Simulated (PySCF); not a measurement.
# CH+: from the state search to spectroscopic constants

Aim: find the lowest electronic state of CH+, scan its bond at several levels of theory, and get bond length, wavenumber and dissociation energy from each curve.

Computed with PySCF 2.14.0. Level: H def2-TZVPPD, C def2-TZVPPD, no relativity.

**1. Set-up**

Settings of the job:

| Property | Result |
| --- | --- |
| atoms | H, C |
| charge | 1 |
| basis | H def2-TZVPPD, C def2-TZVPPD |
| Hamiltonian | no relativity |
| basis functions | 54 |
| electrons treated | 6 |
| masses in u | 1.0078, 12.0000 |
| levels | PBE0, PBE, r²SCAN, TPSSh, BP86, M06, PW91, PBEsol, LC-ωPBE, HF, MP2, SCS-MP2, CCSD, CCSD(T) |
| grid | 80 radial by 434 angular points |
| occupations | held fixed by the projection of orbital angular momentum |
| dissociation limit | H + C+, each in its ground configuration |
| starting distance in angstrom | 1.130 |
| values of 2S to try | 0, 2 |

Started as:

```bash
$ OMP_NUM_THREADS=1 python dia.py task.json out
```

The runs that follow: First curve: PBE0; Higher solutions at PBE0; PBE (GGA); r²SCAN; TPSSh (hybrid meta-GGA); BP86; M06 (hybrid meta-GGA); PW91; PBEsol; LC-ωPBE (range-separated hybrid); RHF (mean field); Correlated methods on the Hartree–Fock reference.

What does the calculation give? Wanted: for each run, Re; ωe; De; μ.

As calculated:

Lowest PBE0 solution found, without spin–orbit coupling: ¹Σ⁺ (singlet), closed shell. State 2 has its PBE0 minimum 0.69 eV higher. State 3 has its PBE0 minimum 1.43 eV higher, as a spin-mixed determinant (⟨S²⟩ = 1.01), so this is no gap between pure states. The other levels ran on the lowest alone.

```csv
level,Re (Å),ωe (cm⁻¹),De (eV),μ (D)
RHF,1.113,3056,3.08,-1.92
RHF-MP2,1.124,2939,4.00,n/a
RHF-SCS-MP2,1.125,2928,4.12,n/a
RHF-CCSD,1.130,2860,4.15,n/a
RHF-CCSD(T),1.131,2848,4.18,n/a
PBE,1.154,2678,4.20,-1.75
PBEsol,1.161,2644,4.32,-1.77
PW91,1.151,2687,4.21,-1.76
BP86,1.154,2673,4.32,-1.75
r²SCAN,1.141,2772,4.03,-1.79
TPSSh,1.138,2802,4.26,-1.82
PBE0,1.140,2803,4.11,-1.80
M06,1.129,2483,4.24,-1.88
LC-ωPBE,1.137,2852,4.08,-1.84
```

De is counted to H + C+ in their ground configurations. A positive dipole points from H to C; in an ion it is taken about the centre of mass and does not tell which atom is negative.

Differences from CCSD(T) in the same basis:

```csv
level,Re (mÅ),ωe (%)
RHF,-18,+7.3
RHF-MP2,-7,+3.2
RHF-SCS-MP2,-7,+2.8
RHF-CCSD,-1,+0.4
PBE,+23,-6.0
PBEsol,+30,-7.2
PW91,+20,-5.7
BP86,+23,-6.1
r²SCAN,+10,-2.7
TPSSh,+7,-1.6
PBE0,+9,-1.6
M06,-2,-12.8
LC-ωPBE,+6,+0.1
```

In words: Against CCSD(T) in the same basis, the bond length is nearest at RHF-CCSD (-1 mÅ) and farthest at PBEsol (+30 mÅ); the wavenumber is nearest at LC-ωPBE (+0.1 %) and farthest at M06 (-12.8 %). Hartree–Fock makes the bond too short and too stiff against this reference, as it mostly does. PBE gives a bond that is too long and too soft, as GGAs tend to. Among the levels with a De in the table, it runs from 3.08 eV (RHF) to 4.32 eV (BP86).

Correlated steps freeze 1 core orbital.
